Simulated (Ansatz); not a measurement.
System: dimethylamine, C₂H₇N (charge 0, singlet). SMILES: CNC
Geometry from a B3LYP-D3(BJ)/def2-TZVP (Ansatz, an electronic-structure program) optimisation:
```xyz
10

C     -0.0183    -0.2257     1.2115
N     -0.0165     0.5806     0.0024
C     -0.0428    -0.2163    -1.2126
H      0.7946    -0.9698     1.2537
H      0.0610     0.4203     2.0868
H     -0.9638    -0.7689     1.2836
H      0.7920     1.1896    -0.0034
H      0.7690    -0.9601    -1.2770
H      0.0189     0.4364    -2.0843
H     -0.9897    -0.7590    -1.2698
```
Charge 0, spin multiplicity 1.

Parts of the frozen-core correlation energy in 6-31G (Ansatz, hartree). Frozen orbitals: 3; correlated occupied orbitals by spin: 10 and 10; virtual: 28 and 28. No spin-orbit coupling. Non-relativistic.

| term | value |
|---|---|
| reference (HF) | -134.17756 |
| MP2 opposite-spin | -0.23302 |
| MP2 same-spin | -0.06116 |
| CCSD correlation | -0.33189 |
| (T) | -0.00653 |
| T1 diagnostic | 0.007 |
| largest doubles amplitude | 0.025 |
